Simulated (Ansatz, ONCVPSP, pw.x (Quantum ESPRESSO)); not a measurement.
# Pt (Z = 78): does the ONCV potential hold in the solid?

Pt, optimised norm-conserving Vanderbilt (ONCV), made with ONCVPSP 4.0.1 (PBEsol, scalar-relativistic). Core [Kr] 4d10 4f14, reference 5s2 5p6 5d9 6s1. Waves: 5s+6s: rc 1.60 bohr, ncon 4, nbas 7, qcut 6.6 1/bohr, 2 projectors; 5p: rc 1.70 bohr, ncon 3, nbas 7, qcut 7.1 1/bohr, 1 projector; 5d: rc 1.45 bohr, ncon 3, nbas 7, qcut 6.8 1/bohr, local; f scattering state at 0.47 Ha: rc 1.85 bohr, ncon 3, nbas 7, qcut 5.5 1/bohr, 2 projectors, debl 1.9 Ha. Local part: the d channel. Core correction: Teter function, fcfact 2.5, rcfact 1.15.

Atomic tests: cutoffs needed: 19 Ha and 24 Ha (the cutoffs (Ha) at which the residual kinetic energy of the hardest occupied pseudo-wave falls to 1 and 0.1 mHa per electron); ghost test: no bound ghost flagged; GHOST(+) flagged for s at 100.7 eV, f at 393.9 eV; largest excitation error: -7.3 meV (all-electron minus pseudo) for 5s2 5p6 5d7 6s0, out of 4 test configurations.

Crystal test: bcc Pt in pw.x 7.5, no spin, 15³ k-points, Fermi–Dirac smearing 0.01 Ry, cutoffs 60/240 Ry. The reference is all-electron LAPW (Ansatz 0.2.0) with the same functional, mesh and smearing; V0 and B0 come from Birch–Murnaghan fits to the pressures at five volumes. Errors are pseudo minus all-electron; Δ is the rms difference of the E(V) curves that follow from these fits, minima aligned, over ±6 % about the mean V0. Mesh and smearing are coarse, so the numbers serve the comparison and aren't converged zero-temperature values; the lattice is a test structure that the element need not adopt.

All-electron: a0 = 3.122 Å (V0 = 15.22 Å³/atom), B0 = 273.8 GPa.

Problem. How far does the potential miss the all-electron equation of state?

Solution. mean pressure error (GPa): +1.27; a0 (Å): 3.127; a0 error (%): +0.16; B0 error (%): -1.3; Δ (meV/atom): 4.3.

```json
{"V (Å³/atom)": "14.538", "P all-electron (GPa)": "14.14", "P pseudo (GPa)": "15.57"}
{"V (Å³/atom)": "14.920", "P all-electron (GPa)": "5.68", "P pseudo (GPa)": "7.04"}
{"V (Å³/atom)": "15.303", "P all-electron (GPa)": "-1.52", "P pseudo (GPa)": "-0.25"}
{"V (Å³/atom)": "15.686", "P all-electron (GPa)": "-7.65", "P pseudo (GPa)": "-6.46"}
{"V (Å³/atom)": "16.068", "P all-electron (GPa)": "-12.86", "P pseudo (GPa)": "-11.75"}
```

Problem. At the middle volume, how do free energy and pressure move when the wave cutoff is lowered (ecutrho kept at four times it)?

Solution.

| cutoff (Ry) | shift of F (meV/atom) | shift of P (GPa) |
| --- | --- | --- |
| 27 | +4438.1 | -196.91 |
| 36 | +433.4 | -31.80 |
| 48 | +5.6 | -0.39 |

Input at the middle volume:

```
&control
  calculation='scf', prefix='x', pseudo_dir='./', outdir='./tmp', tstress=.true., disk_io='none'
/
&system
  ibrav=0, nat=1, ntyp=1, ecutwfc=60, ecutrho=240, nbnd=17,
  occupations='smearing', smearing='fd', degauss=0.01
/
&electrons
  conv_thr=1e-09, mixing_beta=0.4, electron_maxstep=70
/
ATOMIC_SPECIES
Pt 1.0 Pt.UPF
CELL_PARAMETERS angstrom
  -1.56400761 1.56400761 1.56400761
  1.56400761 -1.56400761 1.56400761
  1.56400761 1.56400761 -1.56400761
ATOMIC_POSITIONS crystal
Pt 0.0000 0.0000 0.0000
K_POINTS automatic
15 15 15 0 0 0
```

```bash
pw.x < Pt.scf.in > Pt.scf.out
```

Lines of the output:

```
Message from routine setup:
     using ibrav=0 with symmetry is DISCOURAGED, use correct ibrav instead
     lattice parameter (alat)  =       5.1192  a.u.
     unit-cell volume          =     103.2698 (a.u.)^3
     number of electrons       =        18.00
     number of Kohn-Sham states=           17
     kinetic-energy cutoff     =      60.0000  Ry
     charge density cutoff     =     240.0000  Ry
     scf convergence threshold =      1.0E-09
     Exchange-correlation= PBESOL
     number of k points=   120  Fermi-Dirac smearing, width (Ry)=  0.0100
     iteration #  1     ecut=    60.00 Ry     beta= 0.40
     total energy              =    -247.11185402 Ry
     estimated scf accuracy    <       0.08168139 Ry
     iteration #  2     ecut=    60.00 Ry     beta= 0.40
     total energy              =    -247.12297066 Ry
     estimated scf accuracy    <       0.00319925 Ry
     iteration #  3     ecut=    60.00 Ry     beta= 0.40
     total energy              =    -247.12290664 Ry
     estimated scf accuracy    <       0.00070833 Ry
     iteration #  4     ecut=    60.00 Ry     beta= 0.40
     total energy              =    -247.12295957 Ry
     estimated scf accuracy    <       0.00001105 Ry
     iteration #  5     ecut=    60.00 Ry     beta= 0.40
     total energy              =    -247.12295926 Ry
     estimated scf accuracy    <       0.00000232 Ry
     iteration #  6     ecut=    60.00 Ry     beta= 0.40
     total energy              =    -247.12295967 Ry
     estimated scf accuracy    <       0.00000015 Ry
     iteration #  7     ecut=    60.00 Ry     beta= 0.40
     total energy              =    -247.12295966 Ry
     estimated scf accuracy    <       0.00000003 Ry
     iteration #  8     ecut=    60.00 Ry     beta= 0.40
     the Fermi energy is    22.6083 ev
!    total energy              =    -247.12295967 Ry
     estimated scf accuracy    <          2.2E-10 Ry
     smearing contrib. (-TS)   =      -0.00412795 Ry
     The total energy is F=E-TS. E is the sum of the following terms:
     one-electron contribution =     -57.92724318 Ry
     hartree contribution      =      39.70150850 Ry
     xc contribution           =     -29.41868148 Ry
     ewald contribution        =    -199.47441555 Ry
     convergence has been achieved in   8 iterations
          total   stress  (Ry/bohr**3)                   (kbar)     P=       -2.47
     Message from routine punch:
     Nothing written, as per user request (disk_io='none')
```

The run at the middle volume (120 k-points, 8 iterations) took about 12 s on one core of a shared host (Intel(R) Xeon(R) Platinum 8488C, 192 threads, 744 GiB, load 55).
